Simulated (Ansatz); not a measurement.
[BH₂···H···SiH], doublet in cc-pVDZ: errors against UCCSDT(Q)

Geometry: a point of a hydrogen-transfer path between rigid fragments, not a stationary point.

```tsv
atom	x (Å)	y (Å)	z (Å)
B	-2.2973	0.0347	0.0000
H	-2.8940	1.0683	0.0000
H	-2.8940	-0.9988	0.0000
H	-1.1038	0.0347	0.0000
Si	1.0787	0.0347	0.0000
H	1.4751	-1.4448	0.0000
```

Basis cc-pVDZ; Ansatz 0.2.0. Only valence electrons are correlated (noble-gas cores frozen), which leaves 11 electrons in 46 orbitals. R marks a restricted (for open shells ROHF) determinant, U an unrestricted one. Active spaces: frontier = (9e, 9o) about the gap; pair = (3e, 3o) about the gap.

Full CI isn't at hand for all of this; UCCSDT(Q) serves as the reference, and is uncertain by about the last step of the cluster series. The frozen core follows each run's orbitals, which can shift R against U totals by a few meV.

For open shells CISD is restricted-active-space CI with the open shells as a complete middle space.

```
UHF ⟨S²⟩                          : 0.782
T1 diagnostic (RCCSD)             : 0.0166
largest doubles amplitude (RCCSD) : 0.071
T1 diagnostic (UCCSD)             : 0.0205
```

```csv
level,E − E(UCCSDT(Q)) (kJ/mol),share of correlation (%),wall time
RHF,573.5,0.00,–
UHF,562.0,2.00,–
RMP2,136.5,76.20,–
UMP2,138.5,75.86,–
CISD,60.0,89.53,6 s
RCCSD,13.8,97.60,–
UCCSD,13.5,97.65,–
RCCSD(T),3.1,99.46,17 s
UCCSD(T),3.1,99.46,20 s
BCCD(T),3.1,99.46,12 s
RCCSDT,0.4,99.94,–
UCCSDT,0.3,99.94,–
RCCSDT(Q),0.0,100.00,95 s
CASSCF (pair space),530.9,7.44,–
NEVPT2 (pair space),132.6,76.88,3.5 s
```

The correlation energy at UCCSDT(Q), counted from RHF, is -5.944 eV. That run took 96 s on 1 thread of Arm Neoverse N1, shared host.

Run but not shown, since their state or frozen core can't be matched to the reference's or they repeat it: CASSCF (frontier space), NEVPT2 (frontier space).

Times hold each run's SCF and search for its determinant on a shared host, so for small cases they say little of a method's own cost; they ran on 1 thread of Arm Neoverse N1.
